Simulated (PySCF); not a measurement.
Molfile (atoms numbered from 1):
```
C6H5Cl
     RDKit          3D

 12 12  0  0  0  0  0  0  0  0999 V2000
    3.5233    0.3066   -0.0059 Cl  0  0  0  0  0  0  0  0  0  0  0  0
    1.7944    0.1785   -0.0025 C   0  0  0  0  0  0  0  0  0  0  0  0
    1.0196    1.3377    0.0130 C   0  0  0  0  0  0  0  0  0  0  0  0
   -0.3693    1.2263    0.0156 C   0  0  0  0  0  0  0  0  0  0  0  0
   -0.9775   -0.0283    0.0029 C   0  0  0  0  0  0  0  0  0  0  0  0
   -0.1902   -1.1790   -0.0124 C   0  0  0  0  0  0  0  0  0  0  0  0
    1.1999   -1.0827   -0.0152 C   0  0  0  0  0  0  0  0  0  0  0  0
    1.5081    2.3133    0.0228 H   0  0  0  0  0  0  0  0  0  0  0  0
   -0.9797    2.1324    0.0275 H   0  0  0  0  0  0  0  0  0  0  0  0
   -2.0666   -0.1094    0.0049 H   0  0  0  0  0  0  0  0  0  0  0  0
   -0.6596   -2.1655   -0.0224 H   0  0  0  0  0  0  0  0  0  0  0  0
    1.8275   -1.9752   -0.0271 H   0  0  0  0  0  0  0  0  0  0  0  0
  1  2  1  0
  2  3  2  0
  3  4  1  0
  4  5  2  0
  5  6  1  0
  6  7  2  0
  7  2  1  0
  3  8  1  0
  4  9  1  0
  5 10  1  0
  6 11  1  0
  7 12  1  0
M  END
```

Geometry: PBE0-D3(BJ)/def2-SVP; GIAO shifts from PySCF 2.14, gas phase, non-relativistic, averaged over equivalent atoms.

At PBE0/aug-cc-pVDZ (210 basis functions, 23 s wall time on 1 thread of an Arm Neoverse V1, shared host):
```csv
atoms,δ (ppm)
Cl1,217.4
C2,142.1
C4/C6,128.6
C3/C7,127.6
C5,124.4
H8/H12,7.60
H9/H11,7.51
H10,7.44
```

References, each an isolated molecule treated in the same way: ³⁵Cl (967.65 ppm) vs HCl; TMS for ¹³C (195.12 ppm), ¹H (31.39 ppm).

**Question.** Predict the values at PBE0/pcSseg-2 on the same geometry.

**Answer.** 
| atoms | δ at PBE0/pcSseg-2 | change |
| --- | --- | --- |
| Cl1 | 242.1 | +24.7 |
| C2 | 151.1 | +9.0 |
| C4/C6 | 139.0 | +10.4 |
| C3/C7 | 139.0 | +11.4 |
| C5 | 135.2 | +10.8 |
| H8/H12 | 7.58 | -0.02 |
| H9/H11 | 7.52 | +0.01 |
| H10 | 7.40 | -0.04 |

Shifts are taken against calculated references (same method and geometry level): ³⁵Cl (σ = 940.85 ppm) vs HCl; ¹³C (σ = 184.13 ppm), ¹H (σ = 31.25 ppm) against TMS.

The largest change is at Cl1 (chlorine bonded to C). Cost: 329 basis functions, 55 s wall time on 1 thread of an Arm Neoverse V1, shared host. The order of the carbon signals changes between the two levels.

Carbons that carry Cl, above all several Cl atoms, come out too deshielded, partly because spin–orbit coupling is missing.
